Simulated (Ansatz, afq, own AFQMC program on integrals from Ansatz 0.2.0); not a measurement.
## SiH3⁺, singlet: AFQMC among the cluster methods

```xyz
4

Si    0.0090   -0.0153    0.0000
H     1.4810   -0.0011   -0.0001
H    -1.0178    1.7242   -0.0040
H    -0.7146   -1.2971    0.0030
```

Basis cc-pVDZ. Only valence electrons are correlated. Integrals, coupled cluster, full CI and functionals: Ansatz 0.2.0; the random walks run on the same integrals in our own AFQMC program. ph-AFQMC/CISD is guided by a CISD state made of CCSD amplitudes; releasing the constraint for a short imaginary time cuts its bias at the price of noise, slowly where states lie close. Error bars are statistical, one sigma.

Determinant: RHF, the one that the program's search chose, which needn't be the lowest solution. The geometry is a point of a scan.

Full CI on the same integrals is exact in this basis and with this determinant's frozen core.

```
T1 diagnostic                               : 0.0123
weight of the determinant in the CISD state : 0.915
size of the correlated space                : 6 electrons in 28 orbitals
```

Reference: full CI, correlation energy -3.270 eV. The released energy is read at 2.40 1/Eh (meV from the phaseless value at times in 1/Eh: -1.4 ± 1.2 at 0.24, -1.7 ± 1.3 at 0.51, -3.2 ± 0.8 at 0.99, -3.9 ± 0.7 at 1.62, -3.6 ± 0.9 at 2.40).

| level | E − E(reference) (mEh) | share of correlation (%) |
| --- | --- | --- |
| HF | 120.18 | 0.00 |
| MP2 | 32.09 | 73.30 |
| CCSD | 3.12 | 97.40 |
| CCSD(T) | 0.86 | 99.29 |
| CCSDT | 0.11 | 99.91 |
| CCSDT(Q) | 0.03 | 99.98 |
| CCSDTQ | 0.00 | 100.00 |
| ph-AFQMC/CISD | 0.17 ± 0.05 | 99.85 |
| released AFQMC | 0.04 ± 0.03 | 99.96 |

CCSDT and higher add their correlation energy to the determinant of the CCSD(T) run, since their own runs factorise the integrals more tightly (a shift of under 2 meV). A walk keeps the symmetry of its determinant, which the program's search chose and which needn't be the lowest solution, so a lower state of the same spin and another symmetry isn't excluded. Released energies are given only where the last usable release times agree within the noise; a slower fall can still hide under it.
